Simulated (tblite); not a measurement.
C4H4NS (doublet state).
Bonds: C1–C2, C2–C3 (aromatic), C3–C4 (aromatic), C4–S5 (aromatic), S5–N6 (aromatic), C2–N6 (aromatic). Hydrogens: H7, H8, H9 on C1; H10 on C3.
Bond orders are those of one Lewis drawing.

Computed with GFN2-xTB (tblite), gas phase: L-BFGS steps from a force-field or distance-geometry start until the largest atomic force falls under 0.01 eV/Å.

Step 0: E = -452.5327 eV
```
atom  x, y, z in Å  |  force x, y, z in eV/Å
C1     -1.4289   -0.0987    0.0973   -0.743   0.431   0.959
C2      0.0516   -0.1546    0.0664    0.601  -2.543   1.428
C3      0.9303    0.7257   -0.4853   -0.088   3.352  -2.045
C4      2.2302    0.4325   -0.3672    0.875  -2.295   1.376
S5      2.3813   -1.1666    0.5924   -1.760   2.603  -1.525
N6      0.7354   -1.1558    0.6415   -0.313  -0.590   0.356
H7     -1.8764   -0.3757   -0.8756    0.270   0.383   0.522
H8     -1.7302    0.9368    0.4364    0.189  -0.923  -0.770
H9     -1.8466   -0.7702    0.8812    0.470   0.175  -0.630
H10     0.5622    1.6314   -1.0098    0.499  -0.594   0.329
```

**Question.** Estimate the geometry and energy of step 1. (The exact step hangs on the optimiser's Hessian estimate; all steps are aligned on step 0, rigid shifts and turns removed.)

**Answer.** E = -452.9301 eV, largest force 2.215 eV/Å
```
atom  x, y, z in Å  |  force x, y, z in eV/Å
C1     -1.4395   -0.0926    0.1110    0.204  -0.121   0.301
C2      0.0602   -0.1909    0.0868    0.681   0.603  -0.353
C3      0.9291    0.7736   -0.5145    0.904  -1.123   0.566
C4      2.2427    0.3997   -0.3475   -1.044  -0.966   0.656
S5      2.3562   -1.1294    0.5707   -0.719   1.791  -1.086
N6      0.7309   -1.1643    0.6466   -0.361  -1.053   0.644
H7     -1.8725   -0.3702   -0.8682    0.252   0.356   0.500
H8     -1.7275    0.9236    0.4255    0.073  -0.321  -0.481
H9     -1.8399   -0.7677    0.8722    0.141  -0.085  -0.199
H10     0.5693    1.6229   -1.0051   -0.131   0.919  -0.548
```

The energy changes by -0.3974 eV. The first-order estimate −F·Δx gives -0.7138 eV and the mean of the old and new forces, exact on a quadratic surface, -0.3908 eV. The step makes an angle of 0° with the force vector and moves no atom by more than 0.056 Å.

The cost below is that of the whole relaxation. On one thread of an Intel Xeon at 2.50 GHz, no GPU, shared host, this took 0.47 s of wall time.
